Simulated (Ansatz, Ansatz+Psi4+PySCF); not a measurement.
| atom | x (Å) | y (Å) | z (Å) |
| --- | --- | --- | --- |
| Li | 0.0000 | 0.0000 | 0.0000 |
| C | 0.0000 | 0.0000 | 1.9364 |

Basis set: cc-pCVTZ on Li; cc-pVTZ on C (spherical functions). Correlated methods keep 1 orbital frozen. Charge 0, multiplicity 4.

Computed with Ansatz (development build ahead of 0.2.0); the reference of a correlated method needn't be the lowest determinant of its kind.

The atomization energy at this shape (free ground-state atoms in the same class of orbitals less the molecule, no zero-point energy) of quartet LiC:

| method | atomization energy |
| --- | --- |
| UHF-CCSD | 2.52 eV |

What does UHF-CCSD(T) give?

2.57 eV. Caution: the reference determinant was not shown to be the lowest.
